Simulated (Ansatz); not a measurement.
**SiH4O2: taking an electron away**

One table from this session's results is given with a row withheld; the runs are named, their logs left out.

Program: Ansatz 0.2.0, Gaussian basis. Level of theory: unrestricted cation, the program's frozen cores in correlated methods. These are calculated values, not measurements.

The runs, in order: UKS PBE-D4/def2-TZVPP; UKS r2SCAN-D4/def2-TZVPP; UKS PBE0-D4/def2-TZVPP; UKS B3LYP-D4/def2-TZVPP; UKS wB97X-V/def2-TZVPP; UKS wB97M-V/def2-TZVPP; UKS B2PLYP/def2-TZVPP; UHF-CCSD(T)/def2-TZVPP; UHF-MP2/def2-QZVPP; extrapolation to the limit; then −ε(HOMO) from the neutral's earlier runs with LDA (SPW92), PBE-D4, revPBE-D4, BLYP-D4, r2SCAN-D4, B97M-V, PBE0-D4, B3LYP-D4, r2SCANh-D4, r2SCAN0-D4, HSE06-D4, BHLYP-D4, CAM-B3LYP-D4, LC-ωPBE, ωB97X-V, ωB97M-V.

1 further run of the same task is left out (it didn't finish).

### Structure used throughout

The geometry comes from an earlier relaxation with PBE0-D4 in a triple-zeta def2 set; it is a stationary point, not always the lowest conformer.

SMILES `O[SiH2]O`, 7 atoms, charge 0, spin multiplicity 1.

Atoms are counted from 1 here; the program's logs count them from 0.

Bond lengths: O1–Si2 1.642 Å, O1–H4 0.958 Å, Si2–O3 1.642 Å, Si2–H5 1.481 Å, Si2–H6 1.481 Å, O3–H7 0.958 Å. Angles: Si2–O1–H4 117.7°, O1–Si2–O3 113.5°, O1–Si2–H5 111.5°, O1–Si2–H6 103.9°, O3–Si2–H5 103.8°, O3–Si2–H6 111.5°, H5–Si2–H6 112.9°, Si2–O3–H7 117.7°.

Geometry (Å):

```mol
H4O2Si
  3D, bonds by distance, orders not assigned

  7  6  0  0  0  0  0  0  0  0999 V2000
   -1.4110   -0.1288    0.2647 O   0  0
    0.1202    0.4080    0.0144 Si  0  0
    1.1880   -0.7927   -0.3224 O   0  0
   -1.8734   -0.5206   -0.4777 H   0  0
    0.1973    1.2933   -1.1705 H   0  0
    0.4643    1.1019    1.2768 H   0  0
    1.3760   -1.4291    0.3691 H   0  0
  1  2  8  0
  2  3  8  0
  1  4  8  0
  2  5  8  0
  2  6  8  0
  3  7  8  0
M  END
```

Set-up of the first run:

in.yaml reads:

```yaml
crystal:
  periodic: [false, false, false]
  atoms:
    - {symbol: O, position_ang: [-1.411040, -0.128767, 0.264678]}
    - {symbol: Si, position_ang: [0.120176, 0.407969, 0.014363]}
    - {symbol: O, position_ang: [1.187966, -0.792714, -0.322380]}
    - {symbol: H, position_ang: [-1.873391, -0.520616, -0.477713]}
    - {symbol: H, position_ang: [0.197262, 1.293271, -1.170526]}
    - {symbol: H, position_ang: [0.464347, 1.101869, 1.276811]}
    - {symbol: H, position_ang: [1.375979, -1.429113, 0.369068]}
basis:
  gaussian: {orbitals: def2-TZVPP}
total_charge: 1
magnetization: {spin_polarized: true, initial_magnetization: 1}
hamiltonian: {xc: pbe, dispersion: d4}
```

Started as:

```
> ansatz run in.yaml --threads 4 --pin off --events-out ev --progress --plain --max-ram 10444MiB
```

Among the steps run: Cation, UKS PBE-D4/def2-TZVPP; Cation, UKS r2SCAN-D4/def2-TZVPP; Cation, UKS PBE0-D4/def2-TZVPP; Cation, UKS B3LYP-D4/def2-TZVPP; Cation, UKS wB97X-V/def2-TZVPP; Cation, UKS wB97M-V/def2-TZVPP; Cation, UKS B2PLYP (frozen core)/def2-TZVPP; Cation, UHF-CCSD(T)/def2-TZVPP; Cation, UHF-MP2/def2-QZVPP.

One of the session's tables, all rows but one given; the rest of the session is left out.

For comparison, −ε(HOMO) of the neutral from earlier runs:

```
  functional  −ε(HOMO) (eV)
 LDA (SPW92)           7.45
      PBE-D4           7.37
   revPBE-D4           7.33
     BLYP-D4           7.30
   r2SCAN-D4           7.74
      B97M-V           7.84
     PBE0-D4           8.89
    B3LYP-D4           8.69
  r2SCANh-D4           8.31
  r2SCAN0-D4           9.13
    HSE06-D4           8.48
    BHLYP-D4              ?
CAM-B3LYP-D4          10.35
     LC-ωPBE          11.71
     ωB97X-V          11.37
     ωB97M-V          11.20
```

Q: Estimate the row for BHLYP-D4 from the others.

Worked estimate for «−ε(HOMO) (eV)». Against the share of exact exchange, BLYP-D4 (0, 7.30), B3LYP-D4 (0.2, 8.69) give a slope of 6.95 per unit share; at 0.5 the line stands at 10.77.

The run gave: −ε(HOMO) (eV): 10.34. In «−ε(HOMO) (eV)» the line misses by +0.43.

To keep in mind: The cation may have settled in a state other than its lowest; no search over hole states beyond the program's own was made.
